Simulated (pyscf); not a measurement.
PySCF, gas phase, ωB97X-D3(BJ)/def2-SVP geometries.

Q: Estimate by transition-state theory the rate constant of AsH₃ + HO–SiH₃ → HO–SiH₂–AsH₂ + H₂ (singlet surface; As–H, H–Si broken, As–Si, H–H formed) at 900 K, with ωB97M-D3(BJ)/def2-TZVP energies (ideal gas, 1 atm, RRHO with modes under 100 cm⁻¹ raised to 100, one conformer, R ln 2 for chiral ones without a mode under 150 cm⁻¹; no tunnelling).

A: The electronic barrier is 60.3 kcal/mol and the thermal terms add +30.5, so ΔG‡ = 90.8 kcal/mol. With k_BT/h = 1.88e+13 s⁻¹ and RT = 1.788 kcal/mol, and a volume of 1.23e-19 cm³ per molecule at 1 atm, k = 2.0e-28 cm³ molecule⁻¹ s⁻¹. Wigner's tunnelling factor for 1582i cm⁻¹ would be 1.27. A shift of 1 kcal/mol in the barrier changes k by a factor 1.7. On the reactant side the descent ends in a complex (not fully relaxed), 4.0 kcal/mol under the separated species and 61.6 kcal/mol under the saddle at ωB97X-D3(BJ)/def2-TZVP. At ωB97X-D3(BJ)/def2-TZVP the barrier from the zero used here is 57.6 kcal/mol. The same reactants have a lower exit, to HO–AsH₂ + SiH₄ (barrier +53.6 kcal/mol at ωB97M-D3(BJ)/def2-TZVP, against +60.3 kcal/mol here). This is the saddle that the search found; another between the same sides may lie lower. Elements up to Kr have no core potential and no relativistic terms here.
